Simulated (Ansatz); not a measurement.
A run of Ansatz (development build ahead of 0.2.0) on doublet C2H at this shape:

```yaml
atoms:
  - { symbol: C, position_ang: [0.0000, 0.0000, 0.0000] }
  - { symbol: H, position_ang: [0.0000, 0.0000, -1.0994] }
  - { symbol: C, position_ang: [0.0000, 0.0000, 1.2170] }
```

Its results:

- Converged: yes
- Reference energy: -76.13944 hartree
- CCSD correlation energy: -0.24994 hartree
- Triples correction: -0.01105 hartree
- Total energy: -76.40042 hartree
- Spin squared of the determinant: 0.750

Which input gives this output? Name the method, the orbitals and the basis set, and write the input.

ROHF-CCSD(T) in cc-pVDZ.

```yaml
crystal:
  periodic: [false, false, false]
  atoms:
    - { symbol: C, position_ang: [0.0, 0.0, 0.0] }
    - { symbol: H, position_ang: [0.0, 0.0, -1.09935] }
    - { symbol: C, position_ang: [0.0, 0.0, 1.217] }
basis:
  gaussian: { orbitals: cc-pVDZ }
magnetization:
  initial_magnetization: 1
hamiltonian:
  xc: hf
correlation:
  method: ccsd_t
  frozen_orbitals: { C: 1, H: 0 }
```
